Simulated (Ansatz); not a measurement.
# C5H10O, SMILES C[C@@H]1C[C@H]1CO: a single point in a Gaussian basis

Program: Ansatz 0.2.0 through its Python package.

The script, `energy_c5h10o.py`:
```python
import ansatz as az
import numpy as np
import pandas as pd

geometry_ang = [
    ("C", [-2.1427, -0.0971, -0.335]),
    ("C", [-0.7251, -0.4402, 0.1231]),
    ("C", [-0.1029, 0.5645, 1.0903]),
    ("C", [0.3642, 0.5115, -0.3624]),
    ("C", [1.7511, -0.103, -0.6266]),
    ("O", [2.0464, -1.1847, 0.2208]),
    ("H", [-2.8688, -0.4703, 0.4167]),
    ("H", [-2.2952, 0.9962, -0.4655]),
    ("H", [-2.3427, -0.6008, -1.3033]),
    ("H", [-0.4501, -1.5013, 0.3018]),
    ("H", [-0.731, 1.4481, 1.3335]),
    ("H", [0.5679, 0.1076, 1.8467]),
    ("H", [0.035, 1.3689, -0.9883]),
    ("H", [1.7712, -0.4662, -1.6751]),
    ("H", [2.5229, 0.6962, -0.5409]),
    ("H", [2.5999, -0.8295, 0.9643]),
]
molecule = az.Crystal.molecule()
for symbol, xyz in geometry_ang:
    molecule = molecule.atom(symbol, xyz)

model = (
    molecule.calculation()
    .basis(gaussian="def2-SVP")
    .functional("pbe")
    .forces()
)
print(model.to_yaml())
data = model.session().plan(threads=1).execute().report

print("reference energy %16.6f eV" % data["reference_energy_ev"])
print("total energy     %16.6f eV" % data["free_energy_ev"])
print("occupied (up, down):", data["n_occupied"], " virtual:", data["n_virtual"], " frozen:", data["n_frozen"])

field = data["mean_field"]
print("<S^2> =", round(abs(field["state"]["spin_squared"]), 4), " relativity:", field["relativity"])
print("passes:", field["passes"])
if "symmetry" in field:
    print("occupied orbitals by irrep:", field["symmetry"]["occupied"])

symbols = [site.symbol for site in molecule.cartesian_sites]
forces = np.array(data["forces_ev_ang"])
print("largest force", round(float(np.linalg.norm(forces, axis=1).max()), 4), "eV/A, rms", round(float(np.sqrt((forces ** 2).mean())), 4))

charges = data["charge_distribution"]
table = pd.DataFrame({"atom": symbols, "mulliken": charges["mulliken_charges_e"], "lowdin": charges["lowdin_charges_e"]})
print(table.round(3).to_string())
print("dipole (e A):", np.round(charges["dipole_moment_e_ang"], 4) + 0.0)
```

```console
$ python energy_c5h10o.py
crystal:
  periodic: [false, false, false]
  atoms:
    - { symbol: C, position_ang: [-2.1427, -0.0971, -0.335] }
    - { symbol: C, position_ang: [-0.7251, -0.4402, 0.1231] }
    - { symbol: C, position_ang: [-0.1029, 0.5645, 1.0903] }
    - { symbol: C, position_ang: [0.3642, 0.5115, -0.3624] }
    - { symbol: C, position_ang: [1.7511, -0.103, -0.6266] }
    - { symbol: O, position_ang: [2.0464, -1.1847, 0.2208] }
    - { symbol: H, position_ang: [-2.8688, -0.4703, 0.4167] }
    - { symbol: H, position_ang: [-2.2952, 0.9962, -0.4655] }
    - { symbol: H, position_ang: [-2.3427, -0.6008, -1.3033] }
    - { symbol: H, position_ang: [-0.4501, -1.5013, 0.3018] }
    - { symbol: H, position_ang: [-0.731, 1.4481, 1.3335] }
    - { symbol: H, position_ang: [0.5679, 0.1076, 1.8467] }
    - { symbol: H, position_ang: [0.035, 1.3689, -0.9883] }
    - { symbol: H, position_ang: [1.7712, -0.4662, -1.6751] }
    - { symbol: H, position_ang: [2.5229, 0.6962, -0.5409] }
    - { symbol: H, position_ang: [2.5999, -0.8295, 0.9643] }
basis:
  gaussian:
    orbitals: def2-SVP
hamiltonian:
  xc: pbe
output:
  forces: true

reference energy     -7379.166886 eV
total energy         -7379.166886 eV
occupied (up, down): [24, 24]  virtual: [110, 110]  frozen: 0
<S^2> = 0.0  relativity: none
passes: {'evaluations': 16, 'products': 11}
occupied orbitals by irrep: [{'A': 24}, {'A': 24}]
largest force 1.4818 eV/A, rms 0.4373
   atom  mulliken  lowdin
0     C     0.037   0.041
1     C    -0.151  -0.082
2     C    -0.024  -0.016
3     C    -0.172  -0.117
4     C     0.213   0.021
5     O    -0.287   0.106
6     H     0.028   0.005
7     H     0.014   0.005
8     H     0.029   0.005
9     H     0.041   0.019
10    H     0.031   0.014
11    H     0.015   0.006
12    H     0.025   0.021
13    H     0.018  -0.014
14    H     0.008  -0.015
15    H     0.176  -0.000
dipole (e A): [0.1478 0.2294 0.0664]
```

Caveats:
- The settings weren't tested for convergence.
- The geometry is a force-field or estimated start, not a minimum of this method, and the basis set is short of its limit.
- The Löwdin charges here are taken after orthogonalising the functions within each atom; they differ from plain Löwdin charges, and their signs can be unphysical.
- The whole script took 6.1 s on 1 thread of Arm Neoverse V1, on a shared host, peak memory 0.28 GiB.

(Lines on the test bed's own set-up are left out of the output.)
